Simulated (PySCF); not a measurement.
Isomers of C3H4S. Theory: PBE0-D3(BJ)/def2-SVP geometry optimisation, gas phase in PySCF 2.14.0. Energies are electronic, without zero-point or thermal terms, for one conformer each. No frequencies were run at this level. Point groups hold within 0.08 Å.

**Question.** Order them by energy at this level, lowest first, and give relative energies in kcal/mol.
A. `[CH2:1]=[CH:2][CH:3]=[S:4]` with C1–C2–C3–S4 180° (thioacrolein)
B. `[CH:1]#[C:2][CH2:3][SH:4]` with C2–C3–S4–H -179° (2-propyne-1-thiol)
C. `CC=C=S`

**Answer.** A (0.0), C (0.8), B (23.8).

As drawn, the lowest has a C=S bond and a C=C bond outside aromatic rings, which the highest lacks; the highest has a C≡C bond and an S–H bond, which the lowest lacks. Neighbours under 2.5 kcal/mol apart (C=CC=S and CC=C=S) can change places with a better method, another conformer or zero-point energy.

| SMILES | E (Eh) | E rel (kcal/mol) | dipole (D) | point group | A, B, C (MHz) |
| --- | --- | --- | --- | --- | --- |
| C=CC=S | -514.38175 | 0.0 | 2.80 | Cs | 46222, 2789, 2630 |
| CC=C=S | -514.38049 | 0.8 | 1.61 | Cs | 36469, 2676, 2533 |
| C#CCS | -514.34381 | 23.8 | 1.57 | Cs | 22294, 3094, 2765 |

**Question.** As an exercise, what shares would exp(−E/RT) give at 298.15 K from these electronic energies alone (no entropy, no degeneracies)?

**Answer.** RT = 0.592 kcal/mol: C=CC=S 79.2 %, CC=C=S 20.8 %, C#CCS under 0.1 %.
